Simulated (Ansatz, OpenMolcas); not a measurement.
## BH3 (SMILES [H]B([H])[H]): the vertical energy of the triplet above the singlet, rung by rung

The species is BH3 (4 atoms), meant as a singlet with charge 0. As SMILES, `[H]B([H])[H]`. The coordinates come from a GFN2-xTB relaxation.

Quantity: the vertical energy of the triplet above the singlet, in eV. The values are calculated.

```csv
level,kind,program,value (eV),less FCI/3-21G,CPU time (all runs)
BLYP/3-21G,GGA,Ansatz,5.31,-0.26,2.7 s
revPBE/3-21G,GGA,Ansatz,5.16,-0.41,2.8 s
r2SCAN0/3-21G,hybrid meta-GGA,Ansatz,5.28,-0.29,7.2 s
wB97M-V/3-21G,range-separated hybrid,Ansatz,5.66,+0.09,32 s
CCSD/3-21G,coupled cluster or CI,Ansatz,5.58,+0.01,0.27 s
CCSDT(Q)/3-21G,coupled cluster or CI,Ansatz,5.57,0.00,0.81 s
CCSDT/3-21G,coupled cluster or CI,Ansatz,5.57,0.00,0.69 s
CCSDTQ/3-21G,coupled cluster or CI,Ansatz,5.57,0.00,6.7 s
"FCI/3-21G, open shells restricted",exact in the basis,OpenMolcas,5.57,0.00,7.5 s
```

FCI/3-21G, open shells restricted is exact within its basis and frozen core, so for wave-function methods in that basis the difference is their error; functionals converge differently with the basis, so for them it is only a difference. The values span 5.16 to 5.66 eV. A triplet this far above the singlet is often a Rydberg-like or dissociative state; sets without diffuse functions put Rydberg states too high. All rows use very small basis sets, so even the best lies far from the true value. CPU times are rough (shared hosts, several kinds of processor): they show what a rung costs within a factor of a few.
